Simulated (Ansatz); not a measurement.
Two shapes of singlet CH₃N.

Shape 1:

```xyz
5

C    -0.0029   -0.0458   -0.6317
N     0.0249   -0.0982    0.6485
H     0.0352    0.9194    1.0597
H    -0.0159   -0.9979   -1.1867
H    -0.0394    0.8813   -1.2322
```

Shape 2:

```xyz
5

C     0.0000   -0.0406   -0.5353
N     0.0000   -0.0652    0.6275
H     0.0000    0.8132    0.9736
H     0.0000   -0.9157   -1.0482
H     0.0000    0.8024   -1.1065
```

Basis set: cc-pVDZ (spherical functions). Left uncorrelated: 2 orbitals. Charge 0, multiplicity 1.

Computed with Ansatz (development build ahead of 0.2.0); each method stands on the lowest determinant of its kind that the runs found.

(1) Which shape is lower in energy, and by how much in each method?

## Answers

(1)

```json
{"method": "RHF", "E(2) − E(1) (eV)": "0.621"}
{"method": "RHF-MP2", "E(2) − E(1) (eV)": "1.105"}
```

Shape 1 is lower. Caution: no unrestricted run beside it, a lower state can exist.
